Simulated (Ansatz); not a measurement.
# 1T (CdI2-type) PtSe₂

Calculation: rVV10 (Ansatz, a quantum-chemistry and plane-wave program, PAW).

Cell: relaxed at this level.

For 1T (CdI2-type) PtSe₂, the interlayer binding energy comes out as 32.3 meV/Å², the layer repeat distance comes out as 5.150 Å and the gap between the layers comes out as 2.514 Å.

Spin–orbit coupling is not included.

Computed values are for the static lattice.
